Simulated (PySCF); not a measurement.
methoxyethane (C₃H₈O), SMILES O(CC)C.

Geometry optimised at B3LYP-D3(BJ)/def2-SVP. The values are those of a single conformer.

Two levels are set side by side: TDA-PBE/def2-SVPD (PySCF) and TDA-ωB97X/def2-SVPD (PySCF). Vertical, same geometry. The lowest singlet is HOMO→LUMO 100 % with PBE and HOMO→LUMO 80 % with the other functional; states are paired by order. Differences are taken from unrounded values.

| quantity | TDA-PBE |
|---|---|
| lowest singlet excitation (eV) | 5.96 |
| lowest triplet excitation (TDA) (eV) | 5.83 |

Q: These are the TDA-PBE values. What does TDA-ωB97X give? (An estimate is asked for; the answer gives what the named calculation found.)

A: 
| quantity | TDA-ωB97X | TDA-PBE minus TDA-ωB97X |
|---|---|---|
| lowest singlet excitation (eV) | 7.71 | -1.75 |
| lowest triplet excitation (TDA) (eV) | 7.59 | -1.76 |

Functionals without exact exchange tend to place singlet excitations lower, as here. Differences between two approximate levels are no errors against the true value.

Rough cost on one machine, each run with all the roots and properties that it gave: TDA-ωB97X against TDA-PBE about 4 times.
